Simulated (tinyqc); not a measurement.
Inside a calculation (part 2 of 2). Method: UHF in the sto-3g basis, for H2O+, spin multiplicity 2. Computed by tinyqc, a small Python program that keeps every step (integrals from PySCF). Command: `OMP_NUM_THREADS=1 python tinyqc.py 28280 28281 out.jsonl` (the two numbers bound the seeds that draw the settings). One thread of a shared host (Intel(R) Xeon(R) Processor @ 2.60GHz), about 0.2 s of CPU time with the checks.

Geometry (angstrom):
```
atom       x        y       z
O     0.0000   0.0000  0.0000
H     0.0000   0.9680  0.7550
H     0.0000  -0.9680  0.7550
```

## Iteration 2: diagonalisation and new density

extrapolated F(alpha) (hartree), lower triangle:
```
           1O 1s    1O 2s   1O 2px   1O 2py   1O 2pz    2H 1s    3H 1s
1O 1s   -20.3458
1O 2s    -5.2101  -2.7358
1O 2px    0.0050   0.0234  -0.7212
1O 2py    0.0016  -0.0123  -0.0030  -0.6658
1O 2pz   -0.0144  -0.1262  -0.0144  -0.0234  -0.6593
2H 1s    -0.6376  -0.7441  -0.0126  -0.3617  -0.3099  -0.5797
3H 1s    -0.6403  -0.7405   0.0081   0.3781  -0.3270  -0.2069  -0.5767
```

extrapolated F(beta) (hartree), lower triangle:
```
           1O 1s    1O 2s   1O 2px   1O 2py   1O 2pz    2H 1s    3H 1s
1O 1s   -20.3189
1O 2s    -5.1714  -2.5425
1O 2px    0.0007  -0.0408   0.1297
1O 2py    0.0011  -0.0149   0.0767  -0.5980
1O 2pz   -0.0148  -0.1282   0.1126  -0.0109  -0.5814
2H 1s    -0.6318  -0.7220   0.0209  -0.3620  -0.3065  -0.5934
3H 1s    -0.6345  -0.7089  -0.0090   0.3735  -0.3280  -0.2053  -0.5799
```

X:
```
              1        2        3       4        5        6       7
1O 1s   -0.3929   0.0000   0.7037  0.0000  -0.6092   0.0000  0.2104
1O 2s    0.9559   0.0000  -0.2835  0.0000  -0.3094   0.0000  0.4679
1O 2px   0.0000   0.0000   0.0000  1.0000   0.0000   0.0000  0.0000
1O 2py   0.0000   0.8157   0.0000  0.0000   0.0000   0.6882  0.0000
1O 2pz   0.4346   0.0000   0.6787  0.0000   0.6136   0.0000  0.2207
2H 1s   -0.5933  -0.7058  -0.2128  0.0000   0.1772   0.3977  0.3880
3H 1s   -0.5933   0.7058  -0.2128  0.0000   0.1772  -0.3977  0.3880
```

Diagonalise F' = X^T F X, C = X C', fill 5 alpha and 4 beta electrons from the bottom; D(s) = C_occ C_occ^T. Each column has its largest component positive (the first on a tie).

F' = X^T F X (alpha) (hartree), lower triangle:
```
         1        2        3        4        5        6        7
1  -1.0876
2  -0.0297   0.0389
3   2.6164  -0.0227  -8.1692
4   0.0168   0.0121  -0.0119  -0.7212
5  -2.4344  -0.0137   8.2080  -0.0200  -9.7148
6  -0.0204  -0.0459  -0.0041  -0.0103  -0.0022  -0.8377
7   0.8059  -0.0045  -4.1782   0.0070   4.7362  -0.0023  -3.6781
```

orbital energies (alpha) (hartree): MO1 -20.3551, MO2 -1.5298, MO3 -0.8414, MO4 -0.7406, MO5 -0.6981, MO6 -0.0576, MO7 0.0529

coefficients C (alpha):
```
            MO1      MO2      MO3      MO4      MO5      MO6      MO7
1O 1s    0.9941  -0.2471   0.0037   0.0544  -0.0632   0.0885   0.0284
1O 2s    0.0247   0.9327  -0.0114  -0.2580   0.2918  -0.5097  -0.1631
1O 2px  -0.0003  -0.0222   0.0866   0.7184   0.6895  -0.0158   0.0134
1O 2py   0.0000   0.0156   0.7266  -0.0577  -0.0503  -0.2256   0.7444
1O 2pz   0.0022   0.1418   0.0395   0.5669  -0.6000  -0.5717  -0.2113
2H 1s   -0.0040   0.1065   0.3477   0.1501  -0.1666   0.9118  -0.4708
3H 1s   -0.0039   0.1043  -0.3692   0.2177  -0.1845   0.4402   0.9018
```

F' = X^T F X (beta) (hartree), lower triangle:
```
         1        2        3       4        5        6        7
1  -0.9841
2  -0.0241   0.0690
3   2.6001  -0.0202  -8.1179
4   0.0026   0.0415   0.0860  0.1297
5  -2.4599  -0.0098   8.2491  0.0834  -9.6496
6  -0.0166  -0.0029   0.0058  0.0647   0.0048  -0.8065
7   0.9025   0.0004  -4.1854  0.0105   4.6968  -0.0056  -3.6039
```

orbital energies (beta) (hartree): MO1 -20.3267, MO2 -1.3728, MO3 -0.8109, MO4 -0.6605, MO5 -0.0358, MO6 0.0735, MO7 0.1700

coefficients C (beta):
```
            MO1      MO2      MO3      MO4      MO5      MO6      MO7
1O 1s    0.9947  -0.2346   0.0029   0.0994   0.0965   0.0365  -0.0005
1O 2s    0.0225   0.8784  -0.0069  -0.4556  -0.5333  -0.2103   0.0197
1O 2px   0.0000   0.0094  -0.0692  -0.1417   0.2604  -0.2250   0.9256
1O 2py   0.0000   0.0173   0.6919   0.0186  -0.2640   0.7068   0.3005
1O 2pz   0.0021   0.1646   0.0016   0.7935  -0.5336  -0.3086   0.1949
2H 1s   -0.0037   0.1637   0.3751   0.2400   0.9007  -0.3513  -0.2757
3H 1s   -0.0035   0.1487  -0.4082   0.2791   0.3732   0.9022   0.1251
```

D(alpha) after iteration 2, lower triangle:
```
          1O 1s    1O 2s   1O 2px   1O 2py  1O 2pz    2H 1s   3H 1s
1O 1s    1.0563
1O 2s   -0.2384   1.0223
1O 2px   0.0010  -0.0059   0.9996
1O 2py  -0.0011   0.0065  -0.0135   0.5341
1O 2pz   0.0361  -0.1895  -0.0062   0.0284  0.7031
2H 1s   -0.0103   0.0079   0.0207   0.2541  0.2139   0.1826
3H 1s   -0.0075  -0.0086  -0.0051  -0.2699  0.2343  -0.0538  0.2286
```

D(beta) after iteration 2, lower triangle:
```
          1O 1s    1O 2s   1O 2px   1O 2py  1O 2pz    2H 1s   3H 1s
1O 1s    1.0543
1O 2s   -0.2290   0.9797
1O 2px  -0.0165   0.0733   0.0249
1O 2py  -0.0002   0.0019  -0.0503   0.4794
1O 2pz   0.0424  -0.2169  -0.1110   0.0187  0.6567
2H 1s   -0.0172   0.0318  -0.0584   0.2668  0.2179   0.2251
3H 1s   -0.0119   0.0062  -0.0099  -0.2747  0.2453  -0.0618  0.2667
```

## Iteration 19 (converged): orbitals

converged F(alpha) (hartree), lower triangle:
```
           1O 1s    1O 2s   1O 2px   1O 2py   1O 2pz    2H 1s    3H 1s
1O 1s   -20.9368
1O 2s    -5.3346  -3.0207
1O 2px    0.0000   0.0000  -1.0342
1O 2py    0.0000   0.0000   0.0000  -0.8886
1O 2pz   -0.0198  -0.0958   0.0000   0.0000  -0.9117
2H 1s    -0.6539  -0.8003   0.0000  -0.4208  -0.3599  -0.6144
3H 1s    -0.6539  -0.8003   0.0000   0.4208  -0.3599  -0.2153  -0.6144
```

converged F(beta) (hartree), lower triangle:
```
           1O 1s    1O 2s   1O 2px   1O 2py   1O 2pz    2H 1s    3H 1s
1O 1s   -20.9036
1O 2s    -5.2868  -2.7890
1O 2px    0.0000   0.0000  -0.1388
1O 2py    0.0000   0.0000   0.0000  -0.7234
1O 2pz   -0.0195  -0.0626   0.0000   0.0000  -0.7731
2H 1s    -0.6468  -0.7720   0.0000  -0.4270  -0.3682  -0.7073
3H 1s    -0.6468  -0.7720   0.0000   0.4270  -0.3682  -0.2166  -0.7073
```

As before.

F' = X^T F X (alpha) (hartree), lower triangle:
```
         1        2        3        4         5        6        7
1  -1.2370
2   0.0000  -0.0198
3   2.7446   0.0000  -8.5534
4   0.0000   0.0000   0.0000  -1.0342
5  -2.5016   0.0000   8.3199   0.0000  -10.1125
6   0.0000  -0.1390   0.0000   0.0000    0.0000  -1.0078
7   0.7285   0.0000  -4.2862   0.0000    4.8504   0.0000  -3.8723
```

orbital energies (alpha) (hartree): MO1 -20.9453, MO2 -1.7822, MO3 -1.0342, MO4 -1.0270, MO5 -0.9698, MO6 -0.0779, MO7 -0.0006

coefficients C (alpha):
```
            MO1      MO2      MO3      MO4      MO5      MO6      MO7
1O 1s    0.9945  -0.2535   0.0000   0.0000   0.0610   0.0896   0.0000
1O 2s    0.0234   0.9711   0.0000   0.0000  -0.2932  -0.5283   0.0000
1O 2px   0.0000   0.0000   1.0000   0.0000   0.0001   0.0000   0.0000
1O 2py   0.0000   0.0000   0.0000   0.7933   0.0000   0.0000  -0.7139
1O 2pz   0.0024   0.1074  -0.0001   0.0000   0.8745  -0.5462   0.0000
2H 1s   -0.0038   0.0682   0.0000   0.2974   0.2089   0.7287   0.7536
3H 1s   -0.0038   0.0682   0.0000  -0.2974   0.2090   0.7287  -0.7536
```

F' = X^T F X (beta) (hartree), lower triangle:
```
         1       2        3        4         5        6        7
1  -1.1180
2   0.0000  0.0132
3   2.7460  0.0000  -8.4871
4   0.0000  0.0000   0.0000  -0.1388
5  -2.4837  0.0000   8.3806   0.0000  -10.0394
6   0.0000  0.0072   0.0000   0.0000    0.0000  -0.9653
7   0.9013  0.0000  -4.2665   0.0000    4.7994   0.0000  -3.8054
```

orbital energies (beta) (hartree): MO1 -20.9103, MO2 -1.5795, MO3 -0.9654, MO4 -0.8940, MO5 -0.1388, MO6 -0.0662, MO7 0.0133

coefficients C (beta):
```
            MO1      MO2      MO3      MO4      MO5      MO6      MO7
1O 1s    0.9951  -0.2417   0.0000   0.0804   0.0000   0.0991   0.0000
1O 2s    0.0207   0.9184   0.0000  -0.3904   0.0001  -0.5589   0.0000
1O 2px   0.0000   0.0000   0.0000   0.0001   1.0000   0.0001   0.0000
1O 2py   0.0000   0.0000   0.6822   0.0000   0.0000   0.0000   0.8207
1O 2pz   0.0022   0.0928   0.0000   0.8012   0.0000  -0.6512   0.0000
2H 1s   -0.0033   0.1301   0.4029   0.2881  -0.0001   0.6924  -0.7029
3H 1s   -0.0033   0.1301  -0.4029   0.2881  -0.0001   0.6924   0.7029
```

D(alpha) after iteration 19, lower triangle:
```
          1O 1s    1O 2s  1O 2px   1O 2py  1O 2pz    2H 1s   3H 1s
1O 1s    1.0569
1O 2s   -0.2408   1.0296
1O 2px   0.0000   0.0000  1.0000
1O 2py   0.0000   0.0000  0.0000   0.6293
1O 2pz   0.0285  -0.1521  0.0000   0.0000  0.7763
2H 1s   -0.0083   0.0049  0.0000   0.2359  0.1900   0.1368
3H 1s   -0.0083   0.0049  0.0000  -0.2359  0.1900  -0.0401  0.1368
```

D(beta) after iteration 19, lower triangle:
```
          1O 1s    1O 2s  1O 2px   1O 2py  1O 2pz    2H 1s   3H 1s
1O 1s    1.0551
1O 2s   -0.2328   0.9963
1O 2px   0.0000   0.0000  0.0000
1O 2py   0.0000   0.0000  0.0000   0.4654
1O 2pz   0.0441  -0.2275  0.0000   0.0000  0.6506
2H 1s   -0.0116   0.0069  0.0000   0.2748  0.2429   0.2622
3H 1s   -0.0116   0.0069  0.0000  -0.2748  0.2429  -0.0624  0.2622
```

## Convergence

Stop when the energy changes by less than 1e-09 hartree and every element of the error matrix X^T (F D S - S D F) X (for each spin) is below 9e-06.

Course of the cycle:
```
iteration  E (hartree)     change  largest element of the error matrix
1           -69.224475          -                             2.89e+00
2           -74.401262  -5.18e+00                             2.31e-01
3           -74.607975  -2.07e-01                             5.05e-02
4           -74.616164  -8.19e-03                             1.24e-02
5           -74.617761  -1.60e-03                             7.87e-03
6           -74.618764  -1.00e-03                             5.77e-03
7           -74.619541  -7.77e-04                             3.50e-03
8           -74.619785  -2.44e-04                             1.75e-03
9           -74.619835  -4.99e-05                             1.12e-03
10          -74.619857  -2.19e-05                             5.28e-04
11          -74.619861  -4.61e-06                             2.21e-04
12          -74.619863  -1.28e-06                             1.89e-04
13          -74.619863  -4.44e-07                             1.22e-04
14          -74.619863  -2.79e-07                             7.07e-05
15          -74.619864  -7.41e-08                             2.43e-05
16          -74.619864  -5.33e-09                             1.72e-05
17          -74.619864  -1.96e-09                             9.80e-06
18          -74.619864  -1.15e-09                             7.41e-06
19          -74.619864  -6.60e-10                             4.98e-06
```

PySCF UHF in the same basis, after a stability check = -74.619864 hartree

Converged in 19 iterations.

## Populations, bond orders and dipole

overlap S, lower triangle:
```
         1O 1s   1O 2s  1O 2px   1O 2py  1O 2pz   2H 1s   3H 1s
1O 1s   1.0000
1O 2s   0.2367  1.0000
1O 2px  0.0000  0.0000  1.0000
1O 2py  0.0000  0.0000  0.0000   1.0000
1O 2pz  0.0000  0.0000  0.0000   0.0000  1.0000
2H 1s   0.0284  0.3164  0.0000   0.2301  0.1795  1.0000
3H 1s   0.0284  0.3164  0.0000  -0.2301  0.1795  0.1323  1.0000
```

Mulliken: Z minus the diagonal of D S on the atom; Loewdin: the same with S^(1/2) D S^(1/2); Mayer order: 2 sum_s sum (D(s) S)_ij (D(s) S)_ji over the two atoms.

Charges (e):
```
atom  Mulliken  Loewdin  Mulliken spin
1O      0.1677   0.2651         1.2829
2H      0.4161   0.3674        -0.1415
3H      0.4161   0.3674        -0.1415
```

Mayer bond orders:
```
pair   order
2-1   0.7993
3-1   0.7993
3-2   0.0075
```

dipole moment about the origin, x y z (debye): 0.0000  0.0000  3.5596

<S^2> of the determinant (pure state: 0.75) = 0.7897
